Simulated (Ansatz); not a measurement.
PbSeO4 (P2₁/c, No. 14)

The numbers are results of r²SCAN in Ansatz (PAW), not measurements.

Settings: plane-wave cutoff 500 eV, 8×6×6 k mesh (along the axes of the cell as run), Fermi–Dirac smearing 0.05 eV, scalar-relativistic PAW data made under PBE.

Cell: relaxed at this level.

| Item | Result |
|---|---|
| equilibrium volume per atom | 15.09 Å³/atom |
| band gap | 4.06 eV (on the SCF k mesh) |

Note: the cell comes from a level without a dispersion term, which matters for the spacing of layers, chains or molecules.

Spin–orbit coupling is not included; with these elements it can move the gap by several tenths of an eV or more.

Static lattice: no zero-point or thermal effects.

Ansatz is a program for electronic structure.
